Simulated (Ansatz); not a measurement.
System: chalcopyrite ZnGeP2. Method: LDA in Ansatz (plane waves, PAW).

Numerical settings: plane-wave cutoff 520 eV, 10×10×10 k mesh, Fermi–Dirac smearing 0.01 eV, scalar-relativistic PAW data made under PBE.

Results at a series of volumes:

```tsv
V (Å³/atom)	E − E_lowest (meV/atom)	P (GPa)
18.408	9.17	3.98
18.792	2.21	1.88
19.175	0.00	0.00
19.559	2.06	-1.68
19.942	7.92	-3.19
```

Problem. Estimate the bulk modulus from the pressures at 18.792 and 19.559 Å³/atom, and compare it with a fit to all energies.

Solution. B = −V dP/dV. Between V = 18.792 and 19.559 Å³/atom, dP/dV = (-1.68 − (1.88))/(19.559 − 18.792) = -4.64 GPa per Å³/atom; at the midpoint 19.175 Å³/atom this gives B ≈ 89.0 GPa. The third-order Birch–Murnaghan fit gives V0 = 19.175 Å³/atom, B0 = 88.9 GPa, B′ = 4.5, which lies within 1 % of that estimate.

Shape and atoms are relaxed at each volume.

Measured, for comparison: bulk modulus 79 GPa (room temperature, no zero-point or thermal correction; as tabulated in Isothermal phase behavior of Ag3SbS3, ZnGeP2, and ZnS (abstract)). Computed (rounded) less measured: bulk modulus +13 %.

Note: the bulk modulus comes from volumes at which shape and atoms were relaxed.

Static lattice: no zero-point or thermal effects.

Cost on a shared machine: roughly 30 core-minutes.

Ansatz is an electronic-structure program.
